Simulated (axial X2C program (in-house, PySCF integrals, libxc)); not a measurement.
# B₂ along the bond: PBE0, 2c

Computed with an axial X2C code built on PySCF integrals. Two-component (2c) means X2C with spin–orbit coupling and atomic mean-field two-electron Coulomb and Gaunt terms. Basis: B dyall-v3z [7s6p2d1f] (cores contracted in-house); Gaussian nuclei, density fitting, unrestricted open shells. Masses: B 11.009 u.

State: Ω = 2 (⟨Sz⟩ = 2.00, ⟨Lz⟩ = 0.00 at PBE0).

Results along the bond:

| R (Å) | HOMO (eV) | LUMO (eV) |
| --- | --- | --- |
| 1.320 | -7.37 | -2.97 |
| 1.381 | -7.37 | -2.84 |
| 1.426 | -7.37 | -2.92 |
| 1.472 | -7.37 | -3.05 |
| 1.517 | -7.30 | -3.19 |
| 1.570 | -7.16 | -3.35 |
| 1.623 | -7.03 | -3.51 |
| 1.692 | -6.88 | -3.71 |
| 1.775 | -6.72 | -3.96 |
| 1.896 | -6.51 | -4.31 |

One determinant describes the state; a PBE0 search over occupations chose it and may have missed a lower one. Density functionals use the spin component along the axis (collinear). Other states lie close and PBE0, whose exact exchange favours high spin, may order them wrongly; the determinant shown need not be the ground state. The nearest other 2c determinant of the search, Ω = 1, lies 0.60 eV up at the distance of the search. The spin of this state cannot come from the lowest atoms; the curve heads to a higher limit, and no De is given. With several unpaired electrons one determinant need not be a pure state. Open-shell Ω = 0 determinants with evenly filled partner blocks cannot be reached by this program, so the Ω shown need not be the lowest component.
